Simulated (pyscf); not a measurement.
Structures and frequencies: ωB97X-D3(BJ)/def2-SVP in PySCF. MP2 and CC: frozen core, UHF for open shells. ΔMP2 is the change of the MP2 total energy from the triple- to the quadruple-zeta basis.

Problem. Estimate the classical barrier height and the reaction energy of Cl–In [singlet] + H₂O -> HO–InH–Cl at CCSD(T)/def2-TZVPP + ΔMP2(QZVPP). The step runs on the singlet surface, breaks H–O and forms In–O, H–In; take the separated reactants as zero.

Solution. ΔE‡ = 236.0 kJ/mol, ΔE = +52.7 kJ/mol. Zero-point energy shifts the barrier by -12.1 kJ/mol. It is an insertion, with an imaginary mode of 1323i cm⁻¹. On the reactant side the descent ends in a bound adduct, 49.1 kJ/mol under the separated species and 281.9 kJ/mol under the saddle at ωB97X-D3(BJ)/def2-TZVP. This is the saddle that the search found; another between the same sides may lie lower. The CCSD(T) − MP2 part came from Ansatz, without density fitting, on the same reference. The frozen core leaves the outer d or s,p core shells of the metals and heavy elements correlated in the MP2 and CC values, and def2-TZVPP describes them poorly, which can shift differences by a few kcal/mol. Elements past Kr carry the def2 core potentials, without spin-orbit coupling.
